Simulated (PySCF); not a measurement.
**Choosing a basis for TDDFT**

Phosphorus tetramer, P4.
Atom-mapped SMILES: `[p:1]12[p:2]3[p:3]1[p:4]23`

TDDFT with PBE0 (PySCF), vertical singlets, core orbitals frozen in the response, spherical d and f functions. Geometry: PBE0-D3(BJ)/def2-SVP; no solvent, vibrations or thermal averaging.

**Question.** Compare 6-31G*, def2-SVP, 6-31+G*, def2-SVPD, aug-cc-pVDZ, def2-TZVP, def2-TZVPD and aug-cc-pVTZ for this molecule.

**Answer.** 

| basis | functions | diffuse | S1 (eV) | S2 (eV) | S3 (eV) | S4 (eV) | S5 (eV) | LUMO (eV) | α (au) |
| --- | --- | --- | --- | --- | --- | --- | --- | --- | --- |
| 6-31G* | 72 | no | 5.32 | 5.32 | 5.33 | 5.73 | 5.73 | -0.87 | 80.5 |
| def2-SVP | 72 | no | 5.40 | 5.40 | 5.40 | 5.91 | 5.92 | -0.78 | 74.5 |
| 6-31+G* | 88 | yes | 5.29 | 5.29 | 5.29 | 5.51 | 5.52 | -0.95 | 85.3 |
| def2-SVPD | 96 | yes | 5.31 | 5.31 | 5.31 | 5.64 | 5.64 | -0.77 | 87.8 |
| aug-cc-pVDZ | 108 | yes | 5.27 | 5.27 | 5.27 | 5.49 | 5.49 | -0.82 | 90.7 |
| def2-TZVP | 148 | no | 5.22 | 5.22 | 5.22 | 5.57 | 5.58 | -0.79 | 85.4 |
| def2-TZVPD | 172 | yes | 5.20 | 5.20 | 5.20 | 5.45 | 5.45 | -0.83 | 91.3 |
| aug-cc-pVTZ | 200 | yes | 5.21 | 5.22 | 5.22 | 5.44 | 5.44 | -0.84 | 91.6 |

States are compared by their number. Against the largest diffuse basis here (aug-cc-pVTZ, itself not a converged limit), sets without diffuse functions differ by up to 0.19 eV in S1 and 0.47 eV in S5; the smaller diffuse sets differ by up to 0.09 and 0.20 eV. State by state, the largest deviation of a set without diffuse functions is S1 0.19, S2 0.19, S3 0.19, S4 0.48, S5 0.47 eV. The same number needn't mean the same state in each row. Against aug-cc-pVTZ the polarisability deviates by -12% in 6-31G*, -19% in def2-SVP, -7% in 6-31+G*, -4% in def2-SVPD, -1% in aug-cc-pVDZ, -7% in def2-TZVP, 0% in def2-TZVPD.
